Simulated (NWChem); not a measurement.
# Atomisation of ethanethiol (C$_{2}$H$_{6}$S)

```xyz
9

C     -1.4697     0.7657    -0.2496
C     -0.5387    -0.4152    -0.4425
S      1.0632    -0.2609     0.4111
H     -2.4390     0.5822    -0.7415
H     -1.0443     1.6844    -0.6831
H     -1.6528     0.9540     0.8186
H     -0.9763    -1.3326    -0.0181
H     -0.3607    -0.6195    -1.5097
H      1.5130     0.8026    -0.2903
```
Charge 0, spin multiplicity 1.

Program: NWChem. All single points use one geometry, from PBE0/def2-SVP, a minimum by its harmonic frequencies. It is one conformer; others weren't searched.

Basis set: def2-TZVP. The atomisation energy is electronic alone: no zero-point, thermal, spin-orbit or counterpoise terms. No value is extrapolated to the basis-set limit. Free atoms are single determinants with multiplicities C 3, S 3, H 2. Correlated methods freeze the same cores in atoms and molecule, 7 orbitals in all.

```
method       atomisation energy (kcal/mol)  relative cost
-----------  -----------------------------  -------------
HF                                   572.9              1
LDA (SVWN5)                          870.5        under 3
BHandHLYP                            747.3        under 3
B3LYP                                763.0        under 3
PBE0                                 768.6        under 3
PBE                                  776.8        under 3
MP2                                  743.5        under 3
M06-2X                               767.0        under 3
CAM-B3LYP                            767.1             10
```

The values span 297.6 kcal/mol, from HF (lowest) to LDA (SVWN5) (highest). Costs are rough ratios of processor time within this set of runs, SCF included, with HF as 1. Costs are the molecule's.

B3LYP has NWChem's definition, with VWN1-RPA local correlation. GW and range-separated runs recompute their integrals, the others keep them in memory, which bears on the times. The stability of the SCF solutions was not checked. Open-shell Hartree-Fock references start from PBE0 orbitals; any time given for them includes that run.
